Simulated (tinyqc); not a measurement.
Inside a calculation (part 2 of 2). Method: ROHF in the sto-3g basis, for CH2, spin multiplicity 3. Computed by tinyqc, a small Python program that keeps every step (integrals from PySCF). Command: `OMP_NUM_THREADS=1 python tinyqc.py 25242 25243 out.jsonl` (the two numbers bound the seeds that draw the settings). One thread of a shared host (Intel(R) Xeon(R) Processor @ 2.60GHz), about 0.06 s of CPU time with the checks.

Geometry (angstrom):
```
atom         x          y         z
C     0.000000   0.000000  0.000000
H     0.000000   1.169000  0.869000
H     0.000000  -1.169000  0.869000
```

## Iteration 2: diagonalisation and new density

effective F (hartree), lower triangle:
```
             1C 1s      1C 2s     1C 2px     1C 2py     1C 2pz      2H 1s      3H 1s
1C 1s   -11.085629
1C 2s    -2.972673  -1.292194
1C 2px    0.000000   0.000000  -0.040914
1C 2py    0.000000   0.000000   0.000000  -0.102256
1C 2pz   -0.010648  -0.068430   0.000000   0.000000  -0.062165
2H 1s    -0.333907  -0.426929   0.000000  -0.279220  -0.228640  -0.259970
3H 1s    -0.333907  -0.426929   0.000000   0.279220  -0.228640  -0.097594  -0.259970
```

X:
```
                1          2          3         4          5          6         7
1C 1s   -0.384694   0.000000   0.720890  0.000000  -0.592364   0.000000  0.232117
1C 2s    0.935280   0.000000  -0.338210  0.000000  -0.315482   0.000000  0.478074
1C 2px   0.000000   0.000000   0.000000  1.000000   0.000000   0.000000  0.000000
1C 2py   0.000000   0.877137   0.000000  0.000000   0.000000   0.637149  0.000000
1C 2pz   0.483341   0.000000   0.649808  0.000000   0.616245   0.000000  0.246151
2H 1s   -0.634425  -0.678123  -0.220329  0.000000   0.181796   0.412069  0.375784
3H 1s   -0.634425   0.678123  -0.220329  0.000000   0.181796  -0.412069  0.375784
```

Diagonalise F' = X^T F X, C = X C', fill 5 alpha and 3 beta electrons from the bottom; D(s) = C_occ C_occ^T. Each column has its largest component positive (the first on a tie).

F' = X^T F X (hartree), lower triangle:
```
           1         2          3          4          5          6          7
1  -0.024287
2   0.000000  0.436317
3   1.419836  0.000000  -4.284308
4   0.000000  0.000000   0.000000  -0.040914
5  -1.199960  0.000000   4.534475   0.000000  -5.003118
6   0.000000  0.073039   0.000000   0.000000   0.000000  -0.389890
7   0.586917  0.000000  -2.442115   0.000000   2.726706   0.000000  -2.182330
```

orbital energies (hartree): MO1 -11.090741, MO2 -0.670404, MO3 -0.396297, MO4 -0.167479, MO5 -0.040914, MO6 0.434581, MO7 0.442724

coefficients C:
```
              MO1        MO2        MO3        MO4       MO5        MO6        MO7
1C 1s    0.993914  -0.209980   0.000000   0.153324  0.000000  -0.130314   0.000000
1C 2s    0.024335   0.710144   0.000000  -0.640246  0.000000   0.634354   0.000000
1C 2px   0.000000   0.000000   0.000000   0.000000  1.000000   0.000000   0.000000
1C 2py   0.000000   0.000000   0.558061   0.000000  0.000000   0.000000   0.929459
1C 2pz   0.002396   0.173503   0.000000   0.700842  0.000000   0.758240   0.000000
2H 1s   -0.003641   0.304532   0.469751   0.296202  0.000000  -0.666944  -0.639519
3H 1s   -0.003641   0.304532  -0.469751   0.296202  0.000000  -0.666944   0.639519
```

D(alpha) after iteration 2, lower triangle:
```
            1C 1s      1C 2s    1C 2px     1C 2py    1C 2pz      2H 1s     3H 1s
1C 1s    1.055465
1C 2s   -0.223095   0.914812
1C 2px   0.000000   0.000000  1.000000
1C 2py   0.000000   0.000000  0.000000   0.311433
1C 2pz   0.073405  -0.325441  0.000000   0.000000  0.521288
2H 1s   -0.022149   0.026531  0.000000   0.262150  0.260419   0.401155
3H 1s   -0.022149   0.026531  0.000000  -0.262150  0.260419  -0.040177  0.401155
```

D(beta) after iteration 2, lower triangle:
```
            1C 1s     1C 2s    1C 2px     1C 2py    1C 2pz      2H 1s     3H 1s
1C 1s    1.031956
1C 2s   -0.124930  0.504897
1C 2px   0.000000  0.000000  0.000000
1C 2py   0.000000  0.000000  0.000000   0.311433
1C 2pz  -0.034051  0.123270  0.000000   0.000000  0.030109
2H 1s   -0.067564  0.216173  0.000000   0.262150  0.052828   0.313419
3H 1s   -0.067564  0.216173  0.000000  -0.262150  0.052828  -0.127913  0.313419
```

## Iteration 8 (converged): orbitals

converged F (hartree), lower triangle:
```
             1C 1s      1C 2s    1C 2px     1C 2py     1C 2pz      2H 1s      3H 1s
1C 1s   -10.978884
1C 2s    -2.948233  -1.275766
1C 2px    0.000000   0.000000  0.011775
1C 2py    0.000000   0.000000  0.000000  -0.054718
1C 2pz   -0.012856  -0.097650  0.000000   0.000000  -0.031263
2H 1s    -0.331457  -0.433551  0.000000  -0.275629  -0.218029  -0.254126
3H 1s    -0.331457  -0.433551  0.000000   0.275629  -0.218029  -0.085751  -0.254126
```

As before.

F' = X^T F X (hartree), lower triangle:
```
           1         2          3         4          5          6          7
1  -0.010749
2   0.000000  0.458832
3   1.393200  0.000000  -4.222940
4   0.000000  0.000000   0.000000  0.011775
5  -1.206999  0.000000   4.513690  0.000000  -4.923794
6   0.000000  0.102451   0.000000  0.000000   0.000000  -0.368858
7   0.565740  0.000000  -2.417575  0.000000   2.707010   0.000000  -2.167640
```

orbital energies (hartree): MO1 -10.984149, MO2 -0.671760, MO3 -0.381351, MO4 -0.104811, MO5 0.011775, MO6 0.435597, MO7 0.471324

coefficients C:
```
              MO1        MO2        MO3        MO4       MO5        MO6        MO7
1C 1s    0.993795  -0.210545   0.000000   0.152848  0.000000  -0.130869   0.000000
1C 2s    0.024794   0.711708   0.000000  -0.635904  0.000000   0.636946   0.000000
1C 2px   0.000000   0.000000   0.000000   0.000000  1.000000   0.000000   0.000000
1C 2py   0.000000   0.000000   0.526293   0.000000  0.000000   0.000000   0.947809
1C 2pz   0.002702   0.185182   0.000000   0.710431  0.000000   0.746461   0.000000
2H 1s   -0.003719   0.300302   0.491121   0.284550  0.000000  -0.673898  -0.623259
3H 1s   -0.003719   0.300302  -0.491121   0.284550  0.000000  -0.673898   0.623259
```

D(alpha) after iteration 8, lower triangle:
```
            1C 1s      1C 2s    1C 2px     1C 2py    1C 2pz      2H 1s     3H 1s
1C 1s    1.055320
1C 2s   -0.222404   0.911517
1C 2px   0.000000   0.000000  1.000000
1C 2py   0.000000   0.000000  0.000000   0.276984
1C 2pz   0.072284  -0.319903  0.000000   0.000000  0.539013
2H 1s   -0.023430   0.032689  0.000000   0.258473  0.257754   0.412364
3H 1s   -0.023430   0.032689  0.000000  -0.258473  0.257754  -0.070035  0.412364
```

D(beta) after iteration 8, lower triangle:
```
            1C 1s     1C 2s    1C 2px     1C 2py    1C 2pz      2H 1s     3H 1s
1C 1s    1.031957
1C 2s   -0.125207  0.507144
1C 2px   0.000000  0.000000  0.000000
1C 2py   0.000000  0.000000  0.000000   0.276984
1C 2pz  -0.036304  0.131863  0.000000   0.000000  0.034300
2H 1s   -0.066923  0.213635  0.000000   0.258473  0.055601   0.331395
3H 1s   -0.066923  0.213635  0.000000  -0.258473  0.055601  -0.151004  0.331395
```

## Convergence

Stop when the energy changes by less than 1e-08 hartree and every element of the error matrix X^T (F D S - S D F) X is below 3e-05.

Course of the cycle:
```
iteration   E (hartree)     change  largest element of the error matrix
1          -37.92917799          -                             5.74e-01
2          -38.27180082  -3.43e-01                             1.08e-01
3          -38.28989066  -1.81e-02                             4.75e-02
4          -38.29132381  -1.43e-03                             1.14e-02
5          -38.29159317  -2.69e-04                             6.36e-04
6          -38.29159390  -7.25e-07                             8.63e-05
7          -38.29159396  -5.97e-08                             1.75e-05
8          -38.29159396  -2.79e-09                             3.55e-06
```

PySCF ROHF in the same basis = -38.29159396 hartree

Converged in 8 iterations.

## Populations, bond orders and dipole

overlap S, lower triangle:
```
           1C 1s     1C 2s    1C 2px     1C 2py    1C 2pz     2H 1s     3H 1s
1C 1s   1.000000
1C 2s   0.248362  1.000000
1C 2px  0.000000  0.000000  1.000000
1C 2py  0.000000  0.000000  0.000000   1.000000
1C 2pz  0.000000  0.000000  0.000000   0.000000  1.000000
2H 1s   0.026967  0.304223  0.000000   0.263842  0.196133  1.000000
3H 1s   0.026967  0.304223  0.000000  -0.263842  0.196133  0.066684  1.000000
```

Mulliken: Z minus the diagonal of D S on the atom; Loewdin: the same with S^(1/2) D S^(1/2); Mayer order: 2 sum_s sum (D(s) S)_ij (D(s) S)_ji over the two atoms.

Charges (e):
```
atom   Mulliken    Loewdin  Mulliken spin
1C    -0.001257   0.018984       1.855716
2H     0.000629  -0.009492       0.072142
3H     0.000629  -0.009492       0.072142
```

Mayer bond orders:
```
pair     order
2-1   0.959358
3-1   0.959358
3-2   0.035437
```

dipole moment about the origin, x y z (debye): 0.000000  0.000000  0.078003
